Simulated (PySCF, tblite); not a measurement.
# C₂H₄F₂S: dynamics, then NMR shifts on frames

How do NMR shifts of C₂H₄F₂S (`FC(F)CS`) change as the atoms move?

The runs use tblite 0.8.0 and PySCF 2.14.0, with density-fitted response routines of our own; the level of theory stands in each step. All values are computed, except where a source is named. Atoms are numbered from 0 throughout.

**1. The molecule as given**

9 atoms, charge 0, multiplicity 1; geometry from: GFN2-xTB.

Bonds of the start (Å): F0–C1 1.36, C1–F2 1.35, C1–C3 1.52, C3–S4 1.83, C1–H5 1.10, C3–H6 1.09, C3–H7 1.09, S4–H8 1.33.

**2. Dynamics with GFN2-xTB**

The job: settings as JSON, then the geometry in Å.

```
{"job": {"kind": "md", "xc": "GFN2-xTB", "basis": "xTB", "temperature": 300, "steps": 2000, "every": 50, "frames": 5}, "charge": 0, "multiplicity": 1}
F     -0.927506     1.203464    -0.733008
C     -0.918441     0.081533     0.029797
F     -1.199200     0.475123     1.288727
C      0.424022    -0.624791    -0.063872
S      1.817470     0.397723     0.534003
H     -1.746528    -0.560381    -0.315447
H      0.605174    -0.907935    -1.100936
H      0.411822    -1.511199     0.567856
H      1.546748     1.452456    -0.232299
```

Level: GFN2-xTB Langevin dynamics, gas phase.

Command:

```console
> OMP_NUM_THREADS=1 python probes_run.py task.json out
```

One launch serves the whole session: the jobs run in the order shown.

Standard output:

```text
t/fs     T/K      E/eV
    0.0   279.1   -517.62880
   25.0   181.3   -517.36787
   50.0   181.9   -517.36558
   75.0   373.0   -517.47172
  100.0   327.3   -517.26752
  125.0   318.3   -517.32589
  150.0   329.9   -517.31364
  175.0   360.9   -517.42082
  200.0   265.7   -517.40486
  225.0   316.6   -517.33487
  250.0   294.4   -517.15466
  275.0   305.8   -517.29511
  300.0   482.0   -517.30383
  325.0   256.0   -517.18592
  350.0   314.7   -517.31560
  375.0   329.8   -517.38920
  400.0   305.6   -517.34563
  425.0   307.8   -517.27721
  450.0   236.0   -517.20583
  475.0   281.1   -517.38436
  500.0   265.2   -517.31495
  525.0   300.5   -517.25395
  550.0   300.3   -517.39574
  575.0   336.0   -517.31046
  600.0   329.8   -517.42777
  625.0   280.2   -517.30990
  650.0   201.3   -517.30794
  675.0   311.3   -517.32954
  700.0   380.7   -517.29331
  725.0   282.2   -517.16868
  750.0   306.5   -517.44005
  775.0   345.7   -517.40727
  800.0   392.5   -517.48487
  825.0   433.2   -517.44354
  850.0   410.2   -517.40404
  875.0   314.9   -517.38141
  900.0   366.6   -517.31572
  925.0   328.6   -517.14846
  950.0   232.1   -517.27114
  975.0   387.1   -517.33344
 1000.0   374.6   -517.28105
```

Wall time 5.7 s (1 thread of Intel Xeon Platinum 8488C, shared host); peak memory 0.18 GiB.

Distance from the start (root mean square after alignment): 0 fs 0.00 Å, 200 fs 0.22 Å, 400 fs 0.11 Å, 600 fs 0.21 Å, 800 fs 0.58 Å, 1000 fs 0.57 Å.

Positions (Å) and forces (eV/Å) at 1000 fs:

```xyz
9

F    -1.964    1.954    0.589   -0.181    0.800    0.124
C    -1.513    0.973   -0.179   -1.197   -0.215   -1.173
F    -2.088   -0.144    0.335   -0.018   -0.393    0.171
C    -0.001    0.817   -0.202   -1.357    0.444    0.283
S     0.874    1.176    1.316    0.204    0.001    0.852
H    -1.985    1.053   -1.252    0.809    0.186    1.429
H     0.349    1.507   -0.932    0.688    0.042   -0.735
H     0.044   -0.225   -0.356    0.988   -1.119   -0.921
H     0.461    0.074    1.964    0.065    0.254   -0.031
```

**3. Shielding tensors: 250 fs, PBE0/pcSseg-1**

The job: settings as JSON, then the geometry in Å.

```
{"job": {"kind": "nmr", "xc": "PBE0", "basis": "pcSseg-1", "pop": false}, "charge": 0, "multiplicity": 1}
F     -1.684900     0.818900    -0.225600
C     -0.956700    -0.304100     0.100600
F     -0.968500    -0.312000     1.510700
C      0.450400    -0.343900    -0.464600
S      1.739200     0.561300     0.429900
H     -1.398800    -1.243200    -0.188700
H      0.461000    -0.147100    -1.534300
H      0.688900    -1.311900    -0.160700
H      1.092500     1.803700     0.586500
```

Method: GIAO PBE0/pcSseg-1 NMR shielding, non-relativistic, gas phase.

Standard output:

```text
coarse grid: 8448 points
cycle   1  E = -675.8826571459  dE =  4.757e-01  |g| = 6.856e-01  |ddm| = 2.536e+00
cycle   2  E = -675.7894036797  dE =  9.325e-02  |g| = 1.059e+00  |ddm| = 9.949e-01
cycle   3  E = -675.9657708209  dE = -1.764e-01  |g| = 5.598e-02  |ddm| = 5.865e-01
cycle   4  E = -675.9662814961  dE = -5.107e-04  |g| = 3.126e-02  |ddm| = 6.967e-02
cycle   5  E = -675.9664912046  dE = -2.097e-04  |g| = 6.286e-03  |ddm| = 2.972e-02
cycle   6  E = -675.9664991477  dE = -7.943e-06  |g| = 2.191e-03  |ddm| = 7.525e-03
final grid: 78864 points
cycle   7  E = -676.0117175361  dE = -2.870e-05  |g| = 9.384e-03  |ddm| = 2.049e-02
cycle   8  E = -676.0116999482  dE =  1.759e-05  |g| = 1.350e-02  |ddm| = 1.677e-02
cycle   9  E = -676.0117360428  dE = -3.609e-05  |g| = 1.061e-03  |ddm| = 9.716e-03
cycle  10  E = -676.0117362254  dE = -1.826e-07  |g| = 2.367e-04  |ddm| = 1.040e-03
cycle  11  E = -676.0117362350  dE = -9.668e-09  |g| = 5.524e-05  |ddm| = 2.359e-04
cycle  12  E = -676.0117362357  dE = -6.811e-10  |g| = 2.314e-05  |ddm| = 6.976e-05
converged SCF energy = -676.0117362357

GIAO shielding tensors (ppm)
atom      isotropic    diamagn.    paramagn.     s11        s22        s33       span
  0 F      304.061     472.723    -168.662    178.910    335.747    397.527    218.617
  1 C       59.230     238.633    -179.404     30.604     58.210     88.876     58.272
  2 F      285.618     473.728    -188.110    159.932    331.084    365.838    205.905
  3 C      154.040     252.031     -97.992    131.637    157.215    173.267     41.630
  4 S      616.842    1054.267    -437.425    512.346    532.712    805.468    293.122
  5 H       25.456      28.156      -2.700     23.065     24.167     29.137      6.072
  6 H       28.309      29.332      -1.023     22.308     27.536     35.083     12.775
  7 H       29.926      31.829      -1.903     25.045     28.220     36.512     11.466
  8 H       28.086      27.282       0.804     20.888     26.850     36.520     15.632
```

Wall time 7.1 s (1 thread of Intel Xeon Platinum 8488C, shared host); peak memory 0.5 GiB.

Shifts follow as δ = σ(reference) − σ, with reference shieldings (ppm) from runs at the same level and on the same kind of geometry: ¹H TMS 31.72, ¹³C TMS 186.9, ¹⁹F CFCl3 170.9, ³³S CS2 504. The references are single molecules in the gas phase, so shifts against H2O, NH3, PH3, H3PO4 or CFCl3 are not on the usual liquid scales and can be off by tens of ppm. Each atom is listed at this fixed geometry, with no averaging over motion; a spectrum would average atoms that exchange fast.

```tsv
atoms	environment	σ (ppm)	δ (ppm)
C1	sp3 CH bonded to 2 F	59.2	127.7
C3	sp3 CH2 bonded to S	154.0	32.9
H5	hydrogen on an sp3 CH bonded to 2 F	25.46	6.26
H8	hydrogen on a thiol sulfur	28.09	3.63
H6	hydrogen on an sp3 CH2 bonded to S	28.31	3.41
H7	hydrogen on an sp3 CH2 bonded to S	29.93	1.79
F2	fluorine of a CF2 group	285.6	-114.7
F0	fluorine of a CF2 group	304.1	-133.1
S4	thiol sulfur	617	-113
```

**4. Nuclear shieldings: 425 fs, PBE0/pcSseg-1**

The job: settings as JSON, then the geometry in Å.

```
{"job": {"kind": "nmr", "xc": "PBE0", "basis": "pcSseg-1", "pop": false}, "charge": 0, "multiplicity": 1}
F     -1.618000     0.617100    -0.070900
C     -0.964200    -0.603000    -0.188800
F     -1.050400    -1.151600     1.032400
C      0.472400    -0.331100    -0.671100
S      1.600100     0.830900     0.398100
H     -1.618500    -1.241700    -0.787100
H      0.572400     0.143600    -1.662200
H      1.077900    -1.319800    -0.669300
H      0.633200     1.667400     0.760100
```

Method: GIAO PBE0/pcSseg-1 NMR shielding, non-relativistic, gas phase.

Standard output:

```text
coarse grid: 8448 points
cycle   1  E = -675.8870147203  dE =  3.816e-01  |g| = 6.853e-01  |ddm| = 2.484e+00
cycle   2  E = -675.7947588024  dE =  9.226e-02  |g| = 1.047e+00  |ddm| = 9.852e-01
cycle   3  E = -675.9690884417  dE = -1.743e-01  |g| = 5.124e-02  |ddm| = 5.941e-01
cycle   4  E = -675.9694851966  dE = -3.968e-04  |g| = 3.115e-02  |ddm| = 6.331e-02
cycle   5  E = -675.9697099748  dE = -2.248e-04  |g| = 6.456e-03  |ddm| = 2.809e-02
cycle   6  E = -675.9697195939  dE = -9.619e-06  |g| = 1.971e-03  |ddm| = 7.981e-03
final grid: 78864 points
cycle   7  E = -676.0143801948  dE = -2.050e-05  |g| = 8.607e-03  |ddm| = 1.925e-02
cycle   8  E = -676.0143611395  dE =  1.906e-05  |g| = 1.271e-02  |ddm| = 1.664e-02
cycle   9  E = -676.0143971248  dE = -3.599e-05  |g| = 8.691e-04  |ddm| = 9.762e-03
cycle  10  E = -676.0143972561  dE = -1.313e-07  |g| = 1.931e-04  |ddm| = 8.987e-04
cycle  11  E = -676.0143972623  dE = -6.233e-09  |g| = 4.350e-05  |ddm| = 1.676e-04
cycle  12  E = -676.0143972627  dE = -3.756e-10  |g| = 1.758e-05  |ddm| = 4.446e-05
converged SCF energy = -676.0143972627

GIAO shielding tensors (ppm)
atom      isotropic    diamagn.    paramagn.     s11        s22        s33       span
  0 F      299.087     474.562    -175.475    170.334    343.061    383.866    213.532
  1 C       64.892     234.278    -169.386     44.786     67.010     82.880     38.094
  2 F      304.899     472.572    -167.673    195.055    317.991    401.651    206.595
  3 C      144.184     249.310    -105.126    119.850    147.257    165.445     45.596
  4 S      592.829    1054.685    -461.856    406.697    547.964    823.825    417.128
  5 H       25.072      26.777      -1.706     22.035     23.795     29.384      7.349
  6 H       27.179      28.639      -1.460     20.530     27.104     33.902     13.373
  7 H       27.589      27.301       0.289     22.799     25.966     34.002     11.203
  8 H       28.885      29.664      -0.779     21.397     28.124     37.135     15.737
```

Run time: 7.2 s. Hardware: 1 thread of Intel Xeon Platinum 8488C, shared host; peak memory 0.51 GiB.

This run: δ C1 122.0, C3 42.7, F0 -128.1, F2 -134.0, H5 6.65, H6 4.54 ppm.

**5. Nuclear shieldings: 625 fs, PBE0/pcSseg-1**

The job: settings as JSON, then the geometry in Å.

```
{"job": {"kind": "nmr", "xc": "PBE0", "basis": "pcSseg-1", "pop": false}, "charge": 0, "multiplicity": 1}
F     -1.804100     1.053700    -0.097300
C     -1.164000    -0.215700    -0.183200
F     -1.289700    -0.770900     1.037800
C      0.336000     0.017300    -0.512600
S      1.363500     0.685700     0.826200
H     -1.741500    -0.744600    -0.959700
H      0.333200     0.684600    -1.362000
H      0.911100    -0.963600    -0.872700
H      0.373100     1.328200     1.407100
```

Level: GIAO PBE0/pcSseg-1 NMR shielding, non-relativistic, gas phase.

Standard output:

```text
coarse grid: 8448 points
cycle   1  E = -675.8873704966  dE =  4.203e-01  |g| = 6.906e-01  |ddm| = 2.521e+00
cycle   2  E = -675.7896712520  dE =  9.770e-02  |g| = 1.073e+00  |ddm| = 9.631e-01
cycle   3  E = -675.9712579090  dE = -1.816e-01  |g| = 5.246e-02  |ddm| = 5.725e-01
cycle   4  E = -675.9716557296  dE = -3.978e-04  |g| = 3.331e-02  |ddm| = 6.615e-02
cycle   5  E = -675.9718683681  dE = -2.126e-04  |g| = 6.970e-03  |ddm| = 2.593e-02
cycle   6  E = -675.9718767499  dE = -8.382e-06  |g| = 2.246e-03  |ddm| = 7.110e-03
final grid: 78864 points
cycle   7  E = -676.0167811334  dE = -2.402e-05  |g| = 8.417e-03  |ddm| = 1.899e-02
cycle   8  E = -676.0167671207  dE =  1.401e-05  |g| = 1.224e-02  |ddm| = 1.441e-02
cycle   9  E = -676.0167955067  dE = -2.839e-05  |g| = 9.801e-04  |ddm| = 8.005e-03
cycle  10  E = -676.0167956639  dE = -1.572e-07  |g| = 2.010e-04  |ddm| = 9.644e-04
cycle  11  E = -676.0167956706  dE = -6.757e-09  |g| = 5.715e-05  |ddm| = 1.944e-04
cycle  12  E = -676.0167956713  dE = -6.794e-10  |g| = 2.168e-05  |ddm| = 5.689e-05
converged SCF energy = -676.0167956713

GIAO shielding tensors (ppm)
atom      isotropic    diamagn.    paramagn.     s11        s22        s33       span
  0 F      285.512     473.891    -188.379    131.858    325.698    398.981    267.123
  1 C       59.431     238.870    -179.439     35.673     60.760     81.859     46.186
  2 F      303.485     472.877    -169.392    201.566    307.740    401.151    199.585
  3 C      145.580     250.360    -104.779    130.254    141.768    164.719     34.465
  4 S      665.841    1054.872    -389.032    522.227    604.475    870.819    348.592
  5 H       24.913      26.898      -1.985     22.102     23.690     28.949      6.847
  6 H       28.746      30.104      -1.358     23.726     27.548     34.964     11.238
  7 H       26.732      27.097      -0.365     21.822     24.850     33.524     11.701
  8 H       29.689      29.784      -0.095     21.592     29.101     38.375     16.783
```

It took 6.3 s on 1 thread of Intel Xeon Platinum 8488C, shared host; peak memory 0.51 GiB.

In short: δ C1 127.5, C3 41.3, F0 -114.6, F2 -132.5, H5 6.80, H7 4.99 ppm.

**6. NMR shieldings: 800 fs, PBE0/pcSseg-1**

The job: settings as JSON, then the geometry in Å.

```
{"job": {"kind": "nmr", "xc": "PBE0", "basis": "pcSseg-1", "pop": false}, "charge": 0, "multiplicity": 1}
F     -1.854900     1.577500    -0.132200
C     -1.306200     0.302600    -0.066900
F     -1.792500    -0.162400     1.157800
C      0.197200     0.244800    -0.118400
S      1.099200     1.106600     1.174200
H     -1.794500    -0.257800    -0.862900
H      0.534200     0.690900    -1.051600
H      0.527200    -0.769900    -0.180900
H      0.638500     0.412500     2.249800
```

Method: GIAO PBE0/pcSseg-1 NMR shielding, non-relativistic, gas phase.

Standard output:

```text
coarse grid: 8448 points
cycle   1  E = -675.8969024970  dE =  4.828e-01  |g| = 6.898e-01  |ddm| = 2.540e+00
cycle   2  E = -675.8028219145  dE =  9.408e-02  |g| = 1.066e+00  |ddm| = 1.021e+00
cycle   3  E = -675.9803119091  dE = -1.775e-01  |g| = 5.262e-02  |ddm| = 6.034e-01
cycle   4  E = -675.9807810265  dE = -4.691e-04  |g| = 2.888e-02  |ddm| = 6.731e-02
cycle   5  E = -675.9809742674  dE = -1.932e-04  |g| = 5.566e-03  |ddm| = 2.806e-02
cycle   6  E = -675.9809817716  dE = -7.504e-06  |g| = 1.668e-03  |ddm| = 7.534e-03
final grid: 78864 points
cycle   7  E = -676.0256049831  dE = -2.399e-05  |g| = 9.321e-03  |ddm| = 2.015e-02
cycle   8  E = -676.0255873596  dE =  1.762e-05  |g| = 1.333e-02  |ddm| = 1.705e-02
cycle   9  E = -676.0256238346  dE = -3.647e-05  |g| = 1.041e-03  |ddm| = 9.772e-03
cycle  10  E = -676.0256240031  dE = -1.685e-07  |g| = 2.240e-04  |ddm| = 9.716e-04
cycle  11  E = -676.0256240109  dE = -7.828e-09  |g| = 5.943e-05  |ddm| = 2.177e-04
cycle  12  E = -676.0256240118  dE = -8.483e-10  |g| = 1.808e-05  |ddm| = 6.569e-05
converged SCF energy = -676.0256240118

GIAO shielding tensors (ppm)
atom      isotropic    diamagn.    paramagn.     s11        s22        s33       span
  0 F      292.564     470.926    -178.362    157.258    331.768    388.667    231.409
  1 C       60.439     238.390    -177.951     35.151     59.832     86.333     51.182
  2 F      296.635     472.897    -176.262    162.161    339.210    388.532    226.371
  3 C      156.591     250.851     -94.260    139.503    152.453    177.817     38.314
  4 S      648.081    1054.050    -405.969    534.746    576.470    833.028    298.282
  5 H       25.434      27.846      -2.412     23.072     23.975     29.255      6.183
  6 H       29.317      29.810      -0.493     24.244     27.584     36.124     11.880
  7 H       28.996      31.247      -2.250     22.741     28.121     36.127     13.386
  8 H       28.968      28.210       0.758     21.309     27.285     38.310     17.000
```

It took 6.1 s on 1 thread of Intel Xeon Platinum 8488C, shared host; peak memory 0.51 GiB.

This run: δ C1 126.5, C3 30.3, F0 -121.6, F2 -125.7, H5 6.28, H8 2.75 ppm.

**7. Shielding tensors: 1000 fs, PBE0/pcSseg-1**

The job: settings as JSON, then the geometry in Å.

```
{"job": {"kind": "nmr", "xc": "PBE0", "basis": "pcSseg-1", "pop": false}, "charge": 0, "multiplicity": 1}
F     -1.964000     1.954000     0.588800
C     -1.512900     0.972500    -0.179000
F     -2.087700    -0.144300     0.334800
C     -0.000800     0.817100    -0.202200
S      0.874000     1.175800     1.316000
H     -1.985000     1.053200    -1.251800
H      0.349200     1.507300    -0.931700
H      0.044500    -0.224600    -0.355700
H      0.461000     0.073600     1.964500
```

Method: GIAO PBE0/pcSseg-1 NMR shielding, non-relativistic, gas phase.

Standard output:

```text
coarse grid: 8448 points
cycle   1  E = -675.8943200602  dE =  6.247e-01  |g| = 6.666e-01  |ddm| = 2.571e+00
cycle   2  E = -675.8308663302  dE =  6.345e-02  |g| = 9.536e-01  |ddm| = 9.324e-01
cycle   3  E = -675.9697533775  dE = -1.389e-01  |g| = 5.026e-02  |ddm| = 5.305e-01
cycle   4  E = -675.9701794508  dE = -4.261e-04  |g| = 2.554e-02  |ddm| = 6.054e-02
cycle   5  E = -675.9703296818  dE = -1.502e-04  |g| = 5.343e-03  |ddm| = 2.509e-02
cycle   6  E = -675.9703366293  dE = -6.948e-06  |g| = 1.454e-03  |ddm| = 7.008e-03
final grid: 78864 points
cycle   7  E = -676.0144852752  dE = -2.642e-05  |g| = 7.820e-03  |ddm| = 1.970e-02
cycle   8  E = -676.0144751574  dE =  1.012e-05  |g| = 1.046e-02  |ddm| = 1.529e-02
cycle   9  E = -676.0144987645  dE = -2.361e-05  |g| = 8.238e-04  |ddm| = 8.737e-03
cycle  10  E = -676.0144988721  dE = -1.076e-07  |g| = 1.715e-04  |ddm| = 7.771e-04
cycle  11  E = -676.0144988765  dE = -4.344e-09  |g| = 5.052e-05  |ddm| = 1.677e-04
cycle  12  E = -676.0144988771  dE = -5.980e-10  |g| = 1.264e-05  |ddm| = 5.594e-05
converged SCF energy = -676.0144988771

GIAO shielding tensors (ppm)
atom      isotropic    diamagn.    paramagn.     s11        s22        s33       span
  0 F      309.422     469.130    -159.709    227.677    311.225    389.364    161.687
  1 C       65.454     238.979    -173.525     47.692     68.854     79.815     32.122
  2 F      294.632     474.705    -180.072    172.424    328.200    383.273    210.849
  3 C      154.153     250.697     -96.545    129.896    154.229    178.333     48.437
  4 S      658.983    1054.629    -395.646    519.859    589.830    867.261    347.401
  5 H       24.352      25.800      -1.447     21.436     22.374     29.248      7.811
  6 H       29.612      30.244      -0.632     23.574     28.782     36.480     12.906
  7 H       29.214      32.448      -3.234     23.879     28.352     35.412     11.533
  8 H       29.629      28.987       0.642     21.719     27.846     39.323     17.604
```

Run time: 6.2 s. Hardware: 1 thread of Intel Xeon Platinum 8488C, shared host; peak memory 0.51 GiB.

Key values: δ C1 121.5, C3 32.8, F2 -123.7, F0 -138.5, H5 7.36, H7 2.50 ppm.

**8. Comparing the runs: NMR shifts**

Shifts (ppm) of some atoms, chosen among heavy atoms and hydrogens apart, with basis size and wall time:

```tsv
frame	C1	C3	H6	H7	F2	F0	S4	functions	time
250 fs	127.7	32.9	3.41	1.79	-114.7	-133.1	-113	112	7.1 s
425 fs	122.0	42.7	4.54	4.13	-134.0	-128.1	-89	112	7.2 s
625 fs	127.5	41.3	2.97	4.99	-132.5	-114.6	-162	112	6.3 s
800 fs	126.5	30.3	2.40	2.72	-125.7	-121.6	-144	112	6.1 s
1000 fs	121.5	32.8	2.11	2.50	-123.7	-138.5	-155	112	6.2 s
```

**9. Summary of results**

| quantity | value |
| --- | --- |
| thermostat | 300 K |
| mean temperature, second half | 328 K |
| mean potential energy above the minimum | 0.29 eV |
| ¹³C shifts against TMS (PBE0/pcSseg-1, 250 fs) | 127.7, 32.9 ppm |
| ¹H shifts against TMS (PBE0/pcSseg-1, 250 fs) | 6.26, 3.63, 3.41, 1.79 ppm |
| ¹⁹F shifts against CFCl3 (PBE0/pcSseg-1, 250 fs) | -114.7, -133.1 ppm |
| ³³S shifts against CS2 (PBE0/pcSseg-1, 250 fs) | -113 ppm |
| range of the shift of S4 | -162 to -89 ppm |

In words: In the second half the potential energy averages 0.29 eV above the minimum; equipartition over 21 harmonic modes at 300 K would give 0.27 eV. With 9 atoms the temperature swings widely (181 to 482 K). Shifts at one fixed geometry are not the observed spectrum, which averages over the motion. In the first frame run (250 fs): Shielding is most anisotropic at S4 (span 293 ppm, paramagnetic term -437 ppm). Across the 5 runs the shift of S4 moves most, between -162 (625 fs) and -89 ppm (425 fs).
